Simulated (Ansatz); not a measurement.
in.yaml

```yaml
crystal:
  periodic: [false, false, false]
  atoms:
    - {symbol: P, position_ang: [0.093115, 0.049154, 1.058475]}
    - {symbol: P, position_ang: [-0.044225, -0.081602, -1.105068]}
    - {symbol: H, position_ang: [-1.047425, 0.851426, 1.327277]}
    - {symbol: H, position_ang: [-0.541730, -1.184578, 1.348326]}
    - {symbol: H, position_ang: [0.086751, 1.330267, -1.243818]}
basis:
  gaussian: {orbitals: cc-pVDZ}
total_charge: 1
magnetization: {spin_polarized: true, initial_magnetization: 2}
correlation: {method: bccd_t, electrons: valence}
output: {forces: true}
```

```sh
$ ansatz run in.yaml --threads 1 --pin off --events-out ev --progress --plain --max-ram 2393MiB
```

The program prints:

```
516 factors; integrals over basis functions are off by at most 1.2e-3 eV
mean field evaluation 1: about -18580.8481 eV, gradient 9.0e0 eV
mean field evaluation 2: about -18580.8876 eV, gradient 9.0e0 eV
mean field evaluation 4: about -18582.0044 eV, gradient 1.6e0 eV
mean field evaluation 8: about -18582.1005 eV, gradient 2.8e-1 eV
mean field evaluation 16: about -18582.1129 eV, gradient 1.5e-5 eV
mean field evaluation 32: about -18582.1128 eV, gradient 2.8e-2 eV
mean field evaluation 64: about -18580.0713 eV, gradient 4.3e-1 eV
mean field evaluation 96: about -18578.8978 eV, gradient 3.6e-3 eV
mean field -18582.11287116 eV, -682.8800526066 hartree, gradient 2.4e-6 eV, S^2 2.051352; 5 other end points of the search recorded, 0 dependent functions left out
determinant -18582.11287116 eV, -682.8800526066 hartree, with singles and doubles -18588.71545567 eV, -683.1226931118 hartree
determinant -18580.08315409 eV, -682.8054618803 hartree, with singles and doubles -18587.02758269 eV, -683.0606649239 hartree
determinant -18578.89780373 eV, -682.7619010577 hartree, with singles and doubles -18585.82576446 eV, -683.0164989186 hartree
10 core orbitals not correlated: weight in the atoms' cores, before any rotation towards them, 1.000 or more for the frozen orbitals, at most 0.000 for the correlated occupied ones
reference -18582.11287116 eV, -682.8800526066 hartree; 7, 5 occupied and 34, 36 virtual orbitals, 516 factors
second order -5.40397603 eV of doubles, -0.00000000 eV of singles
cycle   1  -6.59493204 eV  change    7.7e-3 eV  update   9.1e-3
cycle   2  -6.59432967 eV  change    6.0e-4 eV  update   4.3e-3
cycle   3  -6.59316653 eV  change    1.2e-3 eV  update   3.4e-3
cycle   4  -6.59327844 eV  change   -1.1e-4 eV  update   2.5e-3
cycle   5  -6.59388455 eV  change   -6.1e-4 eV  update   1.4e-3
cycle   6  -6.59346974 eV  change    4.1e-4 eV  update   7.2e-4
cycle   7  -6.59341103 eV  change    5.9e-5 eV  update   3.5e-4
cycle   8  -6.59346676 eV  change   -5.6e-5 eV  update   1.8e-4
cycle   9  -6.59345955 eV  change    7.2e-6 eV  update   8.9e-5
cycle  10  -6.59345698 eV  change    2.6e-6 eV  update   4.4e-5
cycle  11  -6.59347177 eV  change   -1.5e-5 eV  update   2.0e-5
cycle  12  -6.59347621 eV  change   -4.4e-6 eV  update   8.8e-6
cycle  13  -6.59347584 eV  change    3.7e-7 eV  update   3.7e-6
cycle  14  -6.59347582 eV  change    1.8e-8 eV  update   1.8e-6
cycle  15  -6.59347585 eV  change   -2.4e-8 eV  update   7.9e-7
cycle  16  -6.59347585 eV  change   -8.0e-9 eV  update   3.6e-7
perturbative correction -0.22841200 eV, -0.0083939863 hartree
the calculation of the forces begins
Total energy: -18588.93475902 eV, -683.1307523614 hartree
Atom 0 at     0.093115     0.049154     1.058475 Å, force    -0.431259    -0.557793     0.825160 eV/Å
Atom 1 at    -0.044225    -0.081602    -1.105068 Å, force    -0.128965     0.516107    -0.883113 eV/Å
Atom 2 at    -1.047425     0.851426     1.327277 Å, force    -0.107614     0.214361     0.060590 eV/Å
Atom 3 at    -0.541730    -1.184578     1.348326 Å, force     0.371016    -0.266240     0.601344 eV/Å
Atom 4 at     0.086751     1.330267    -1.243818 Å, force     0.296822     0.093565    -0.603982 eV/Å
Dipole moment:    -0.065507     0.072512     0.129584 e Å
```

Forces (eV/Å):
```
P   -0.431 -0.558  0.825
P   -0.129  0.516 -0.883
H   -0.108  0.214  0.061
H    0.371 -0.266  0.601
H    0.297  0.094 -0.604
```

Ran on 1 thread of Intel Xeon, shared host: 27 s wall, 0.23 GiB peak host memory.
